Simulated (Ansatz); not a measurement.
Scan of [Cl···H···CH$_{2}$], triplet

Starting geometry:

```xyz
5

Cl   -0.7811    0.0000    0.0000
H     0.4977    0.0000    0.0000
C     1.8789    0.0000    0.0000
H     2.2934    0.0000    0.9962
H     2.2934    0.0000   -0.9962
```

From there atom H2 is moved from one fragment to the other while all else, the fragments' distance too, stays fixed; atoms are numbered as listed. Energies are in eV, counted from the starting geometry at the same level. Kohn–Sham curves are unrestricted where that lies lower.

Basis cc-pVDZ; Ansatz 0.2.0. Only valence electrons are correlated (noble-gas cores frozen). Prefix R: restricted or restricted open-shell reference; prefix U: unrestricted.

Full CI isn't at hand for all of this; UCCSDT(Q) serves as the reference, and is uncertain by the last step of the cluster series or more.

| distance Cl1-H2 (Å) | B2PLYP |
| --- | --- |
| 1.189 | 0.363 |
| 1.279 | 0.000 |
| 1.320 | -0.101 |
| 1.362 | -0.180 |
| 1.404 | -0.243 |
| 1.445 | -0.291 |
| 1.487 | -0.325 |
| 1.528 | -0.336 |
| 1.570 | -0.314 |

Estimate the UCCSDT(Q) curve in cc-pVDZ from this one, knowing how B2PLYP differs from it in such a basis.

The computed UCCSDT(Q) values, in eV from the starting point, and the difference of B2PLYP against them:
```csv
distance Cl1-H2 (Å),UCCSDT(Q),B2PLYP less UCCSDT(Q)
1.189,0.328,0.035
1.279,0.000,0.000
1.320,-0.085,-0.016
1.362,-0.149,-0.031
1.404,-0.198,-0.045
1.445,-0.237,-0.054
1.487,-0.264,-0.061
1.528,-0.271,-0.065
1.570,-0.249,-0.065
```

The difference spans 0.100 eV and is largest, -0.065 eV, at 1.528 Å.

In so small a basis the reference is far from its limit. A double hybrid takes much of its correlation from a semilocal functional, which needs less basis, so its difference from the reference holds the reference's basis and frozen-core error beside its own.
